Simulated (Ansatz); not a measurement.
# AlHO (singlet): wave-function methods side by side at distance Al1–O2 = 1.464 Å, 6-31G

The task here is to estimate one member of a computed series from the others.

The runs use Ansatz 0.2.0, Gaussian basis; 6-31G, core rule «outside noble gas», up to 6 orbitals frozen.

The runs, in order: UHF; CCSD(T) on RHF; BCCD(T) on RHF; CISD; CCSDT(Q) on RHF; CISDTQ; CCSDTQ on RHF; CASSCF and MRCISD+Q, 2 electrons in 2 orbitals; CASSCF and NEVPT2, 2 electrons in 2 orbitals; Full CI.

43 further runs of the same task are left out: 21 for a known fault of the program, 16 that didn't finish, 6 set aside as unsound or not needed.

## What is computed

The geometry derives from a PBE0/def2-TZVP stationary point (not a proven minimum). One bond is set to the value named and the two fragments are kept rigid.

3 atoms, charge 0, spin multiplicity 1.

Atoms are counted from 1 here; the program's logs count them from 0.

Bond lengths: Al1–O2 1.464 Å, Al1–H3 1.568 Å. Angles: O2–Al1–H3 180.0°.

Set-up of the first run:

Input file in.yaml:

```yaml
crystal:
  periodic: [false, false, false]
  atoms:
    - {symbol: Al, position_ang: [0.000000, 0.000000, 0.034778]}
    - {symbol: O, position_ang: [0.000000, 0.000000, 1.498778]}
    - {symbol: H, position_ang: [0.000000, 0.000000, -1.533557]}
basis:
  gaussian: {orbitals: 6-31G}
magnetization: {spin_polarized: true, initial_magnetization: 0}
hamiltonian: {xc: hf}
output: {orbitals: {seedname: orbitals}}
```

Run with:

```bash
$ ansatz run in.yaml --threads 1 --pin off --events-out ev --progress --plain --max-ram 2393MiB
```

Steps of the session up to this table: UHF; CCSD(T) on RHF; BCCD(T) on RHF; CISD; CCSDT(Q) on RHF; CISDTQ; CCSDTQ on RHF; CASSCF and MRCISD+Q, 2 electrons in 2 orbitals; CASSCF and NEVPT2, 2 electrons in 2 orbitals; Full CI.

One table of the session follows, with a row left open; its other results are not shown here.

| method | from FCI (kJ/mol) |
| --- | --- |
| RHF | +504.6 |
| RMP2 | +18.8 |
| CISD | +56.3 |
| RCCSD | +24.9 |
| RCCSD(T) | ? |
| BCCD(T) | +2.6 |
| RCCSDT | +2.0 |
| CISDTQ | +3.9 |
| RCCSDT(Q) | -1.3 |
| RCCSDTQ | -0.5 |
| CASSCF pair | +450.5 |
| NEVPT2 pair | +19.0 |
| MRCISD pair | +46.8 |
| MRCISD+Q pair | +12.8 |
| FCI | 0 |

**Question.** Estimate the row for RCCSD(T).

As computed: from FCI (kJ/mol): +3.8. In the column «from FCI (kJ/mol)» it lies between BCCD(T) (+2.6) and CISDTQ (+3.9).

To keep in mind: RCCSDT(Q), RCCSDTQ fall below full CI, which methods that aren't variational can do.
